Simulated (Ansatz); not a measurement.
I need harmonic frequencies at the relaxed geometry of C3H4FN, SMILES FC1C=NC1. Use Ansatz 0.2.0 through its Python package. Use (for the species named): PBE0, def2-SVP basis, multiplicity 1.

```xyz
9

F    -1.3809   -0.3077    1.1623
C    -0.4321    0.3429    0.4759
C     0.8425   -0.3776    0.6535
N     1.1385   -0.6286   -0.5751
C    -0.2122   -0.0350   -0.9979
H    -0.3530    1.4320    0.6909
H     1.4538   -0.5638    1.5989
H    -0.0499    0.8282   -1.6772
H    -0.9182   -0.7366   -1.3484
```

`c3h4fn_freq.py`
```python
"""Harmonic frequencies of C3H4FN at its relaxed geometry."""

import logging
import sys
import warnings

import ansatz as az
import numpy as np

logging.basicConfig(stream=sys.stdout, format="%(name)s: %(message)s")
log = logging.getLogger("ansatz_job")
log.setLevel(logging.INFO)

GEOMETRY = """
F    -1.38090   -0.30770    1.16230
C    -0.43210    0.34290    0.47590
C     0.84250   -0.37760    0.65350
N     1.13850   -0.62860   -0.57510
C    -0.21220   -0.03500   -0.99790
H    -0.35300    1.43200    0.69090
H     1.45380   -0.56380    1.59890
H    -0.04990    0.82820   -1.67720
H    -0.91820   -0.73660   -1.34840
"""

warnings.simplefilter("ignore", az.DeckWarning)

molecule = az.Crystal.molecule()
for line in GEOMETRY.strip().splitlines():
    symbol, *xyz = line.split()
    molecule = molecule.atom(symbol, [float(v) for v in xyz])

model = (
    molecule.calculation()
    .basis(gaussian="def2-SVP")  # the orbital basis, by name
    .functional("pbe0")
)
symbols = [site.symbol for site in molecule.cartesian_sites]
start = np.array([site.position_ang for site in molecule.cartesian_sites], dtype=float)
data = model.relax(force_tolerance=0.003, max_steps=100).run(threads=1).report
end = np.array(data["positions_ang"])

log.info("final positions (A) and the move of each atom")
for symbol, xyz, old in zip(symbols, end, start):
    log.info(f"{symbol:2s} {xyz[0]:10.5f} {xyz[1]:10.5f} {xyz[2]:10.5f}   {np.linalg.norm(xyz - old):7.4f}")

# frequencies need a stationary point, so they are taken at the relaxed geometry
minimum = az.Crystal.molecule()
for symbol, place in zip(symbols, end):
    minimum = minimum.atom(symbol, place.tolist())
vibrating = (
    minimum.calculation()
    .basis(gaussian="def2-SVP")
    .functional("pbe0")
    .phonons(temperatures=(298.15, 498.15, 100))
)
vib = vibrating.run(threads=1).report["vibrations"]
sums = vib["harmonic_sums"]
modes = [m["omega_inv_cm"] for m in sums["modes_at_gamma"] if m["rigid_motion"] == "no"]
print("frequencies (1/cm):", " ".join(f"{w:.0f}" for w in modes))
print("imaginary modes:", sum(w < 0 for w in modes), " zero-point energy:", round(sums["zero_point_energy_ev"], 4), "eV")
log.info("T (K)   F_vib (eV)   S_vib (meV/K)   C_vib (meV/K)")
for row in zip(sums["temperatures_k"], sums["vibrational_free_energy_ev"], vib["entropy_ev_per_k"], vib["heat_capacity_ev_per_k"]):
    log.info(f"{row[0]:6.1f} {row[1]:11.4f} {1000 * row[2]:13.4f} {1000 * row[3]:15.4f}")

# all hydrogen replaced by deuterium
heavier = vibrating.phonons(masses={"H": 2.014102}).run(threads=1).report["vibrations"]["harmonic_sums"]
print("deuterated (1/cm):", " ".join(f"{m['omega_inv_cm']:.0f}" for m in heavier["modes_at_gamma"] if m["rigid_motion"] == "no"))
print("zero-point energy falls by", round(sums["zero_point_energy_ev"] - heavier["zero_point_energy_ev"], 4), "eV")
```

```console
$ python c3h4fn_freq.py
ansatz_job: final positions (A) and the move of each atom
ansatz_job: F    -1.52989   -0.18314    1.11376    0.2002
ansatz_job: C    -0.42411    0.33577    0.51321    0.0388
ansatz_job: C     0.88675   -0.38075    0.67170    0.0480
ansatz_job: N     1.14777   -0.56672   -0.57012    0.0628
ansatz_job: C    -0.17216   -0.02088   -0.96739    0.0523
ansatz_job: H    -0.37421    1.41685    0.73472    0.0510
ansatz_job: H     1.52412   -0.64161    1.52797    0.1266
ansatz_job: H    -0.12217    0.79959   -1.70118    0.0813
ansatz_job: H    -0.84760   -0.80530   -1.33977    0.0989
frequencies (1/cm): 219 389 516 749 901 926 986 1039 1085 1119 1195 1234 1259 1305 1399 1460 1703 3078 3085 3159 3176
imaginary modes: 0  zero-point energy: 1.8587 eV
ansatz_job: T (K)   F_vib (eV)   S_vib (meV/K)   C_vib (meV/K)
ansatz_job:  298.1      1.8389        0.1988          0.3663
ansatz_job:  398.1      1.8125        0.3332          0.5719
ansatz_job:  498.1      1.7718        0.4818          0.7553
deuterated (1/cm): 206 352 426 662 684 775 814 856 905 949 975 1016 1102 1128 1169 1305 1675 2245 2270 2350 2363
zero-point energy falls by 0.3569 eV
```

The frequencies are harmonic and unscaled, in a modest basis. Hardware and time: 4.9 min on 1 thread of Arm Neoverse V1, with other jobs on the host, peak memory 0.26 GiB.
